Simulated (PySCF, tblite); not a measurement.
# C₅H₆F radical: geometry, infrared bands and EPR parameters

Aim: predict the infrared bands and EPR parameters of C₅H₆F radical (`F[C]=C1CCC1`).

Computed with tblite 0.8.0 and PySCF 2.14.0, with density-fitted response routines of our own, on a single molecule in the gas phase. Atoms count from 0, in the outputs and in this text.

## (1) The starting structure

12 atoms, charge 0, multiplicity 2; geometry from: force field or distance geometry start.

Bonds of the start (Å): F0–C1 1.35, C1–C2 1.27, C2–C3 1.54, C3–C4 1.55, C4–C5 1.54, C5–C2 1.53, C3–H6 1.09, C3–H7 1.10, C4–H8 1.09, C4–H9 1.10, C5–H10 1.09, C5–H11 1.10.

## (2) Optimising the geometry with GFN2-xTB

The job: settings as JSON, then the geometry in Å.

```
{"job": {"kind": "relax", "xc": "GFN2-xTB", "basis": "xTB"}, "charge": 0, "multiplicity": 2}
F      3.364800     0.734000     0.188200
C      2.044500     0.458300     0.061300
C      0.805900     0.178800    -0.038800
C     -0.465400     1.039000    -0.078200
C     -1.180600    -0.291300     0.284300
C      0.010000    -1.104800    -0.260500
H     -0.729200     1.453300    -1.050000
H     -0.557300     1.814900     0.696400
H     -1.354400    -0.427900     1.353200
H     -2.131100    -0.457400    -0.241400
H     -0.086800    -1.428400    -1.301500
H      0.280800    -1.969200     0.361000
```

Command:

```bash
OMP_NUM_THREADS=1 python probes_run.py task.json out
```

This one command runs all jobs of the session in turn.

**Question.** This job is followed by: GFN2-xTB harmonic vibrations, gas phase; UKS B3LYP, pcH-1 on C F H, non-relativistic, mean-field spin-orbit, GIAO. Predict these results of the whole session: strongest single infrared mode (GFN2-xTB); zero-point energy (GFN2-xTB); g(iso) (B3LYP); ⟨S²⟩; largest a(iso) (averaged by class); surface potential, 1st and 99th percentile.

**Answer**, as computed:

| quantity | value |
| --- | --- |
| strongest single infrared mode (GFN2-xTB) | 1150 cm⁻¹, 186 km/mol |
| zero-point energy (GFN2-xTB) | 58.6 kcal/mol |
| g(iso) (B3LYP) | 2.00281 |
| ⟨S²⟩ | 0.760 (exact 0.75) |
| largest a(iso) (averaged by class) | 13C on C1, 512.6 MHz |
| surface potential, 1st and 99th percentile | -0.68 V and 0.74 V |

The optimisation took 91 steps and gained 0.571 eV; among the close pairs (by a distance rule), C2–C3 changed most, from 1.535 to 1.503 Å. No mode is imaginary among the 30: a minimum at this level. The strongest single mode, at 1150 cm⁻¹, has its largest shares on C1, F0 and C2 (the list is cut at 3 atoms). GFN2-xTB is a fitted tight-binding method: band positions and strengths are rough. Its intensities can rank the bands wrongly. Most of the unpaired spin sits on C1 (0.94 e). The isotropic g lies 0.5 ppt above the free-electron value.
